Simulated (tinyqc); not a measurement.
Inside a calculation. Method: MP2 on RHF in the sto-3g basis, frozen core, for CH3+, spin multiplicity 1. One step of it, computed by the program tinyqc.

Problem. Second-order Moller-Plesset energy. E2 = sum_ijab (ia|jb) [2 (ia|jb) - (ib|ja)] / (e_i + e_j - e_a - e_b) over occupied i, j and virtual a, b; the opposite-spin part is (ia|jb)^2 / denominator, the rest is same-spin, and SCS-MP2 scales them by 6/5 and 1/3.

orbital energies (hartree): MO1 -11.564846, MO2 -1.217002, MO3 -0.895164, MO4 -0.895009, MO5 -0.211087, MO6 0.127373, MO7 0.233664, MO8 0.233985

Two-electron integrals over orbitals (pq|rs), unique and non-zero (hartree); the lowest 1 orbital is frozen and left out:
```
p,q,r,s,(pq|rs)
2,2,2,2,0.519489
3,2,2,2,-0.000032
3,2,3,2,0.116193
3,3,2,2,0.495118
3,3,3,2,0.043926
3,3,3,3,0.527085
4,2,4,2,0.116185
4,3,4,2,-0.043904
4,3,4,3,0.040797
4,4,2,2,0.495137
4,4,3,2,-0.043923
4,4,3,3,0.445476
4,4,4,4,0.527079
5,2,2,2,0.000480
5,2,3,2,-1.18e-07
5,2,3,3,0.001310
5,2,4,4,0.001314
5,2,5,2,0.100472
5,3,2,2,1.45e-06
5,3,3,2,-0.001818
5,3,3,3,-0.002776
5,3,4,4,0.002778
5,3,5,2,0.000015
5,3,5,3,0.023469
5,4,4,2,-0.001812
5,4,4,3,0.002776
5,4,5,4,0.023469
5,5,2,2,0.553121
5,5,3,2,0.000013
5,5,3,3,0.500295
5,5,4,4,0.500300
5,5,5,2,0.024248
5,5,5,3,0.000007
5,5,5,5,0.671690
6,2,2,2,0.085079
6,2,3,2,0.000027
6,2,3,3,0.056459
6,2,4,4,0.056521
6,2,5,2,-0.003475
6,2,5,3,0.000006
6,2,5,5,0.131547
6,2,6,2,0.071963
6,3,2,2,0.000115
6,3,3,2,-0.026561
6,3,3,3,-0.032890
6,3,4,4,0.033053
6,3,5,2,0.000011
6,3,5,3,0.003538
6,3,5,5,0.000161
6,3,6,2,0.000143
6,3,6,3,0.059251
6,4,4,2,-0.026412
6,4,4,3,0.032929
6,4,5,4,0.003528
6,4,6,4,0.059087
6,5,2,2,-0.013855
6,5,3,2,0.000013
6,5,3,3,-0.007261
6,5,4,4,-0.007277
6,5,5,2,0.065340
6,5,5,3,0.000031
6,5,5,5,-0.009692
6,5,6,2,-0.016189
6,5,6,3,-0.000020
6,5,6,5,0.049661
6,6,2,2,0.448132
6,6,3,2,0.000241
6,6,3,3,0.445884
6,6,4,4,0.445621
6,6,5,2,-0.015623
6,6,5,3,-0.000018
6,6,5,5,0.453485
6,6,6,2,0.029088
6,6,6,3,-0.000116
6,6,6,5,-0.014341
6,6,6,6,0.444548
7,2,4,2,0.021276
7,2,4,3,0.017462
7,2,5,4,0.005014
7,2,6,4,0.042643
7,2,7,2,0.048779
7,3,4,2,0.043863
7,3,4,3,-0.014275
7,3,5,4,-0.002687
7,3,6,4,-0.029304
7,3,7,2,-0.006079
7,3,7,3,0.034925
7,4,2,2,0.095062
7,4,3,2,0.043877
7,4,3,3,0.083530
7,4,4,4,0.054990
7,4,5,2,0.009622
7,4,5,3,-0.002687
7,4,5,5,0.132983
7,4,6,2,0.075832
7,4,6,3,-0.029291
7,4,6,5,-0.007677
7,4,6,6,0.027419
7,4,7,4,0.122394
7,5,4,2,0.011248
7,5,4,3,-0.004853
7,5,5,4,0.018077
7,5,6,4,-0.005623
7,5,7,2,0.001265
7,5,7,3,0.005086
7,5,7,5,0.019617
7,6,4,2,0.104589
7,6,4,3,-0.051259
7,6,5,4,-0.005687
7,6,6,4,-0.054205
7,6,7,2,-0.007096
7,6,7,3,0.055014
7,6,7,5,0.010784
7,6,7,6,0.125087
7,7,2,2,0.482827
7,7,3,2,-0.031930
7,7,3,3,0.440730
7,7,4,4,0.512923
7,7,5,2,0.002729
7,7,5,3,0.003929
7,7,5,5,0.491793
7,7,6,2,0.051482
7,7,6,3,0.043165
7,7,6,5,-0.004764
7,7,6,6,0.453887
7,7,7,4,0.043574
7,7,7,7,0.526721
8,2,2,2,-0.000132
8,2,3,2,0.021291
8,2,3,3,-0.017514
8,2,4,4,0.017354
8,2,5,2,1.24e-06
8,2,5,3,0.005014
8,2,5,5,-0.000180
8,2,6,2,-0.000040
8,2,6,3,0.042644
8,2,6,5,0.000018
8,2,6,6,-0.000079
8,2,7,4,-0.006175
8,2,7,7,0.027951
8,2,8,2,0.048772
8,3,2,2,0.095110
8,3,3,2,-0.043782
8,3,3,3,0.055054
8,3,4,4,0.083513
8,3,5,2,0.009624
8,3,5,3,0.002689
8,3,5,5,0.133006
8,3,6,2,0.075849
8,3,6,3,0.029431
8,3,6,5,-0.007693
8,3,6,6,0.027167
8,3,7,4,0.055208
8,3,7,7,0.078723
8,3,8,2,0.005935
8,3,8,3,0.122298
8,4,4,2,0.043866
8,4,4,3,-0.014304
8,4,5,4,-0.002692
8,4,6,4,-0.029367
8,4,7,2,-0.006136
8,4,7,3,0.032335
8,4,7,5,0.005090
8,4,7,6,0.055057
8,4,8,4,0.034977
8,5,2,2,0.000010
8,5,3,2,0.011254
8,5,3,3,0.004865
8,5,4,4,-0.004850
8,5,5,2,-0.000081
8,5,5,3,0.018079
8,5,5,5,0.000006
8,5,6,2,0.000017
8,5,6,3,-0.005643
8,5,6,5,-0.000037
8,5,6,6,0.000043
8,5,7,4,0.005094
8,5,7,7,-0.004312
8,5,8,2,0.001266
8,5,8,3,-0.005071
8,5,8,5,0.019622
8,6,2,2,4.96e-07
8,6,3,2,0.104686
8,6,3,3,0.051394
8,6,4,4,-0.051337
8,6,5,2,0.000018
8,6,5,3,-0.005703
8,6,5,5,0.000029
8,6,6,2,2.95e-06
8,6,6,3,-0.054488
8,6,6,5,0.000027
8,6,6,6,0.000310
8,6,7,4,0.055097
8,6,7,7,-0.052338
8,6,8,2,-0.007149
8,6,8,3,-0.054933
8,6,8,5,0.010802
8,6,8,6,0.125378
8,7,4,2,-0.032044
8,7,4,3,0.036160
8,7,5,4,0.003932
8,7,6,4,0.043105
8,7,7,2,0.028050
8,7,7,3,-0.017657
8,7,7,5,-0.004326
8,7,7,6,-0.052396
8,7,8,4,-0.017702
8,7,8,7,0.043110
8,8,2,2,0.482838
8,8,3,2,0.031664
8,8,3,3,0.512815
8,8,4,4,0.440870
8,8,5,2,0.002731
8,8,5,3,-0.003913
8,8,5,5,0.491828
8,8,6,2,0.051426
8,8,6,3,-0.042886
8,8,6,5,-0.004750
8,8,6,6,0.454171
8,8,7,4,0.078634
8,8,7,7,0.440906
8,8,8,2,-0.028086
8,8,8,3,0.043813
8,8,8,5,0.004293
8,8,8,6,0.052073
8,8,8,8,0.526506
```

Hartree-Fock energy = -38.76159638 hartree

Give: Terms; Pair energies; MP2 correlation energy; SCS-MP2 correlation energy; MP2 total energy.

Solution.

Terms (the 40 largest of 74):
```
i,j,a,b,(ia|jb),(ib|ja),denominator,term
4,4,7,7,0.122,0.122,-2.257,-0.007
3,3,8,8,0.122,0.122,-2.258,-0.007
2,2,5,5,0.100,0.100,-2.012,-0.005
2,3,6,8,0.076,0.043,-2.474,-3.34e-03
3,2,8,6,0.076,0.043,-2.474,-3.34e-03
4,2,7,6,0.076,0.043,-2.473,-3.34e-03
2,4,6,7,0.076,0.043,-2.473,-3.34e-03
2,2,6,6,0.072,0.072,-2.689,-1.93e-03
4,3,7,8,0.055,0.032,-2.258,-1.91e-03
3,4,8,7,0.055,0.032,-2.258,-1.91e-03
3,3,6,6,0.059,0.059,-2.045,-1.72e-03
4,4,6,6,0.059,0.059,-2.045,-1.71e-03
2,2,7,7,0.049,0.049,-2.901,-8.20e-04
2,2,8,8,0.049,0.049,-2.902,-8.20e-04
4,4,8,8,0.035,0.035,-2.258,-5.42e-04
3,3,7,7,0.035,0.035,-2.258,-5.40e-04
4,4,5,5,0.023,0.023,-1.368,-4.03e-04
3,3,5,5,0.023,0.023,-1.368,-4.03e-04
3,3,6,8,0.029,0.029,-2.152,-4.03e-04
3,3,8,6,0.029,0.029,-2.152,-4.03e-04
4,4,8,6,-0.029,-0.029,-2.151,-4.01e-04
4,4,6,8,-0.029,-0.029,-2.151,-4.01e-04
3,4,7,6,-0.029,-0.029,-2.151,-3.99e-04
4,3,6,7,-0.029,-0.029,-2.151,-3.99e-04
4,3,7,6,-0.029,-0.029,-2.151,-3.99e-04
3,4,6,7,-0.029,-0.029,-2.151,-3.99e-04
2,4,7,6,0.043,0.076,-2.473,-1.63e-04
4,2,6,7,0.043,0.076,-2.473,-1.63e-04
3,2,6,8,0.043,0.076,-2.474,-1.63e-04
2,3,8,6,0.043,0.076,-2.474,-1.63e-04
3,4,7,8,0.032,0.055,-2.258,-1.36e-04
4,3,8,7,0.032,0.055,-2.258,-1.36e-04
2,3,5,8,0.010,0.005,-2.135,-6.42e-05
3,2,8,5,0.010,0.005,-2.135,-6.42e-05
4,2,7,5,0.010,0.005,-2.135,-6.41e-05
2,4,5,7,0.010,0.005,-2.135,-6.41e-05
4,2,7,8,-0.006,-0.006,-2.580,-1.49e-05
2,4,8,7,-0.006,-0.006,-2.580,-1.49e-05
2,4,7,8,-0.006,-0.006,-2.580,-1.45e-05
4,2,8,7,-0.006,-0.006,-2.580,-1.45e-05
```

Pair energies (hartree; pair i-j sums ij and ji):
```
pair,opposite spin,same spin
2-2,-0.009,0
3-2,-0.006,-9.11e-04
3-3,-0.010,0
4-2,-0.006,-9.11e-04
4-3,-0.005,-4.63e-04
4-4,-0.010,0
```

MP2 correlation energy = -0.04892 hartree

SCS-MP2 correlation energy = -0.05672 hartree

MP2 total energy = -38.81051 hartree
